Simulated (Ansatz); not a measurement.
Relaxation of C2HClOS (6 atoms, charge 0, multiplicity 1), to a largest force component of 0.02 eV/Å in at most 40 steps.

Theory: Ansatz 0.2.0, RKS B3LYP/def2-SVP.

```xyz
6
Properties=species:S:1:pos:R:3
S -0.527 -1.895 1.177
C -0.542 -0.298 0.668
O -1.127 0.100 -0.515
C 0.369 0.338 -0.346
Cl 0.871 1.947 -0.124
H 0.997 -0.256 -0.907
```

**Question.** Where does it end, and by what steps?

**Answer.** It converged. After 8 steps the energy has fallen by 1.454 eV; S1 moved furthest, 0.50 Å.

```json
{"step": "0", "energy less start (eV)": "0.0000", "largest force component (eV/Å)": "3.758", "accepted": "yes"}
{"step": "1", "energy less start (eV)": "-0.7942", "largest force component (eV/Å)": "2.727", "accepted": "yes"}
{"step": "2", "energy less start (eV)": "-1.2175", "largest force component (eV/Å)": "2.348", "accepted": "yes"}
{"step": "3", "energy less start (eV)": "-1.3876", "largest force component (eV/Å)": "1.189", "accepted": "yes"}
{"step": "4", "energy less start (eV)": "-1.4449", "largest force component (eV/Å)": "0.318", "accepted": "yes"}
{"step": "5", "energy less start (eV)": "-1.4529", "largest force component (eV/Å)": "0.111", "accepted": "yes"}
{"step": "6", "energy less start (eV)": "-1.4541", "largest force component (eV/Å)": "0.062", "accepted": "yes"}
{"step": "7", "energy less start (eV)": "-1.4540", "largest force component (eV/Å)": "0.049", "accepted": "no"}
{"step": "8", "energy less start (eV)": "-1.4543", "largest force component (eV/Å)": "0.018", "accepted": "yes"}
```

```xyz
6
Properties=species:S:1:pos:R:3
S -0.696 -1.655 1.581
C -0.414 -0.606 0.407
O -1.055 0.040 -0.574
C 0.376 0.304 -0.402
Cl 0.830 1.892 0.174
H 1.002 -0.038 -1.232
```

Run time: 35 s on 1 thread of Arm Neoverse V1, on a shared host, peak memory 0.16 GiB.
